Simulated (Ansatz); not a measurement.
How far each method lies from UCCSDT(Q) for HPGe⁺, doublet

Geometry: that of the HPGe, singlet, kept fixed.

```json
{"atom": "Ge", "x (Å)": "0.0000", "y (Å)": "0.0032", "z (Å)": "0.6446"}
{"atom": "P", "x (Å)": "0.0000", "y (Å)": "-0.0503", "z (Å)": "-1.4815"}
{"atom": "H", "x (Å)": "0.0000", "y (Å)": "1.3136", "z (Å)": "-0.9270"}
```

Basis cc-pVDZ; Ansatz 0.2.0. Correlated methods freeze the noble-gas cores and the filled d shells of p-block atoms, which leaves 9 electrons in 31 orbitals. R marks a restricted (for open shells ROHF) determinant, U an unrestricted one. Active spaces: valence = (9e, 9o) chosen from the atoms' valence shells. No spin–orbit coupling is included, and no scalar relativity.

Full CI isn't at hand for all of this; UCCSDT(Q) serves as the reference, and is uncertain by about the last step of the cluster series. The frozen core follows each run's orbitals, which can shift R against U totals by a few meV for light atoms and by up to 0.1 eV past Ca.

The UHF ⟨S²⟩ is 0.762. The T1 diagnostic (RCCSD) is 0.0196 and the largest doubles amplitude (RCCSD) is 0.070. The T1 diagnostic (UCCSD) is 0.0200.

```json
{"level": "UHF", "E − E(UCCSDT(Q)) (meV)": "5288", "wall time": "–"}
{"level": "UMP2", "E − E(UCCSDT(Q)) (meV)": "1143", "wall time": "–"}
{"level": "UCCSD", "E − E(UCCSDT(Q)) (meV)": "227", "wall time": "–"}
{"level": "UCCSD(T)", "E − E(UCCSDT(Q)) (meV)": "45", "wall time": "17 s"}
{"level": "UCCSDT", "E − E(UCCSDT(Q)) (meV)": "12", "wall time": "–"}
```

Run but not shown, since their state, orbitals or frozen core can't be matched to the reference's or they repeat it: RHF, RMP2, CISD, RCCSD, RCCSD(T), BCCD(T), RCCSDT, RCCSDT(Q), CASSCF (valence space), NEVPT2 (valence space), MRCISD (valence space), MRCISD+Q (valence space).

Times hold each run's SCF and search for its determinant on a shared host, so for small cases they say little of a method's own cost; they ran on 1 thread of Arm Neoverse V2.

Natural occupations of CASSCF (valence space) about the gap: 1.988 1.965 1.957 1.950 0.997 0.049 0.040 0.028 0.025; effectively unpaired electrons, Σ n²(2−n)², 1.04.
